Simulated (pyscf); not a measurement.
This saddle point was located with ωB97X-D3(BJ)/def2-SVP in PySCF.

```xyz
4

Cl     0.2216    -0.5666     1.4177
In    -0.9413     0.2968    -0.8026
Cl    -0.3045    -2.3028    -0.1634
Cl    -3.2369     0.4825    -0.1915
```
Charge 0, spin multiplicity 1.

Surface: singlet, charge 0. Lowest wavenumbers (cm⁻¹): 353i, 53, 70, 154, 298.

Task: What reaction is this the transition state of?

Result: Cl–In(Cl)–Cl (SMILES [Cl][In]([Cl])[Cl]) <-> Cl–Cl (SMILES ClCl) + Cl–In (SMILES [Cl][In]) [singlet], a 1,1-elimination read from left to right: Cl–In, Cl–In broken and Cl–Cl formed. At ωB97M-D3(BJ)/def2-TZVP it lies +104.1 kcal/mol from the left side and +33.7 kcal/mol from the right (each side as separated species at their lowest minima found). On the product side the descent ends in a complex, 4.7 kcal/mol under the separated species and 35.3 kcal/mol under the saddle at ωB97X-D3(BJ)/def2-TZVP. At ωB97X-D3(BJ)/def2-TZVP the barrier from the zero used here is 110.4 kcal/mol. The same reactants have a lower exit, to Cl• + [Cl–In–Cl]• (no saddle counted: cutting one bond costs +86.0 kcal/mol at ωB97M-D3(BJ)/def2-TZVP, against +104.1 kcal/mol here). This is the saddle that the search found; another between the same sides may lie lower. One closed-shell reference is unstable to symmetry breaking; treat the single-reference values with care. Elements past Kr carry the def2 core potentials, without spin-orbit coupling.
